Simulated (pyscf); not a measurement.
**Insertion: HO–In [singlet] + water (H₂O) → HO–InH–OH**

Gas phase, singlet surface, charge 0. Bonds broken: O4–H5. Bonds formed: In1–O4, In1–H5. Optimised with ωB97X-D3(BJ)/def2-SVP in PySCF. Correlated levels are frozen-core, on RHF or UHF. ΔMP2 is the change of the MP2 total energy from the triple- to the quadruple-zeta basis.

Transition state (Å):

```xyz
6

In     0.5831    -0.0215    -0.8121
O      2.2315     0.7608    -0.0353
H      2.8517     1.1239    -0.6789
O     -0.7956    -0.8690     0.5711
H     -1.0537    -0.6043    -0.9726
H     -1.2524    -0.5513     1.3651
```

One imaginary mode, 1309i cm⁻¹; descent along it reached the two sides named, in the forms told below.

```
bond    change  reactant side (Å)  saddle  product side
------  ------  -----------------  ------  ------------
O4–H5   breaks              0.965   1.587           3.3
In1–O4   forms              2.582   2.129         1.987
In1–H5   forms                3.2   1.745         1.700
```

Electronic energies relative to the separated reactants (eV):

```json
[
 {"level": "ωB97X-D3(BJ)/def2-TZVP", "barrier": "2.19", "reaction energy": "+0.18", "reverse barrier": "2.02"},
 {"level": "PBE/def2-TZVP", "barrier": "1.87", "reaction energy": "+0.45", "reverse barrier": "1.42"},
 {"level": "r²SCAN/def2-TZVP", "barrier": "1.89", "reaction energy": "+0.27", "reverse barrier": "1.62"},
 {"level": "B3LYP-D3(BJ)/def2-TZVP", "barrier": "2.21", "reaction energy": "+0.54", "reverse barrier": "1.67"},
 {"level": "PBE0-D3(BJ)/def2-TZVP", "barrier": "2.12", "reaction energy": "+0.38", "reverse barrier": "1.74"},
 {"level": "M06-2X/def2-TZVP", "barrier": "2.23", "reaction energy": "+0.30", "reverse barrier": "1.93"},
 {"level": "ωB97M-D3(BJ)/def2-TZVP", "barrier": "2.28", "reaction energy": "+0.37", "reverse barrier": "1.91"},
 {"level": "HF/def2-TZVP", "barrier": "3.07", "reaction energy": "+0.48", "reverse barrier": "2.59"},
 {"level": "MP2/def2-QZVPP", "barrier": "2.25", "reaction energy": "+0.46", "reverse barrier": "1.79"},
 {"level": "CCSD/def2-TZVPP", "barrier": "2.48", "reaction energy": "+0.44", "reverse barrier": "2.04"},
 {"level": "CCSD(T)/def2-TZVPP", "barrier": "2.29", "reaction energy": "+0.39", "reverse barrier": "1.90"},
 {"level": "CCSD(T)/def2-TZVPP + ΔMP2(QZVPP)", "barrier": "2.26", "reaction energy": "+0.41", "reverse barrier": "1.85"}
]
```

With CCSD(T)/def2-TZVPP + ΔMP2(QZVPP) energies and thermal terms (ideal gas, 1 atm, RRHO with modes under 100 cm⁻¹ raised to 100, one conformer, R ln 2 for rigid chiral ones), in eV:

```
T (K)   ΔH‡   ΔG‡     ΔH     ΔG
-----  ----  ----  -----  -----
298    2.13  2.54  +0.35  +0.78
600    2.16  2.95  +0.39  +1.20
900    2.20  3.34  +0.45  +1.60
1200   2.24  3.72  +0.51  +1.97
```

On the reactant side the descent ends in a bound adduct (not fully relaxed), 0.62 eV under the separated species and 2.81 eV under the saddle at ωB97X-D3(BJ)/def2-TZVP. This is the saddle that the search found; another between the same sides may lie lower. The CCSD(T) − MP2 part came from Ansatz, without density fitting, on the same reference. The frozen core leaves the outer d or s,p core shells of the metals and heavy elements correlated in the MP2 and CC values, and def2-TZVPP describes them poorly, which can shift differences by a few kcal/mol. Elements past Kr carry the def2 core potentials, without spin-orbit coupling.
